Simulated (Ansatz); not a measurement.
System: zinc-blende MgTe (metastable phase). Method: LDA (Ansatz, a program for electronic structure, PAW).

Settings: plane-wave cutoff 520 eV, 10×10×10 k mesh, scalar-relativistic PAW data made under PBE.

Computed at the level's own relaxed cell.

Elastic tensor (GPa, Voigt notation, ions relaxed):

```
   48.4    33.9    33.9     0.0     0.0     0.0
   33.9    48.4    33.9     0.0     0.0     0.0
   33.9    33.9    48.4     0.0     0.0     0.0
    0.0     0.0     0.0    17.4     0.0     0.0
    0.0     0.0     0.0     0.0    17.4     0.0
    0.0     0.0     0.0     0.0     0.0    17.4
```

Work out the Voigt, Reuss and Hill averages of the bulk and shear moduli, Young's modulus and Poisson's ratio from the printed constants.

K_V = [C11 + C22 + C33 + 2(C12 + C13 + C23)]/9 = [145.2 + 2 × 101.7]/9 = 38.7 GPa. G_V = [145.2 − 101.7 + 3 × 52.2]/15 = 13.3 GPa. From the compliances S = C⁻¹, K_R = 38.7 and G_R = 11.2 GPa. Hill means: K = 38.7, G = 12.2 GPa. E = 9KG/(3K + G) = 33 GPa, ν = (3K − 2G)/(6K + 2G) = 0.36, K/G = 3.17.
